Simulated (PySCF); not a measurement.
**Question.** What does the GFN2-xTB structure of `C[C@@H]1OCC1=O` look like in three dimensions?

**Answer.** 
```xyz
12
C4H6O2 angstrom
C     -1.6279   -0.1121    0.0760
C     -0.2844    0.4004   -0.4167
O      0.5193   -0.5857   -1.0924
C      1.5892   -0.4839   -0.1500
C      0.8101    0.5535    0.6237
O      0.9751    1.1951    1.6153
H     -2.1023    0.6519    0.6860
H     -2.2654   -0.3477   -0.7722
H     -1.4910   -1.0116    0.6714
H     -0.4172    1.2920   -1.0418
H      1.7766   -1.4230    0.3780
H      2.5191   -0.1297   -0.6034
```

Any rigid rotation of these coordinates is as good. Atoms count from 1 in this order. The 4-membered ring C2–O3–C4–C5 has internal angles of 87.2° to 93.4°; it is planar, 0.00 Å rms from its mean plane, widest ring torsion 0°. The 3 C–O bonds span 1.193 Å (C5=O6, drawn double) to 1.440 Å (C2–O3, drawn single), a spread of 0.247 Å.

Bonds between heavy atoms (Å): C1–C2 1.520, C2–O3 1.440, O3–C4 1.429, C4–C5 1.511, C5=O6 1.193, C2–C5 1.518.

Computed geometry: GFN2-xTB, gas phase.

Point group: C1 (no symmetry element, even within 0.4 Å). No frequency check.
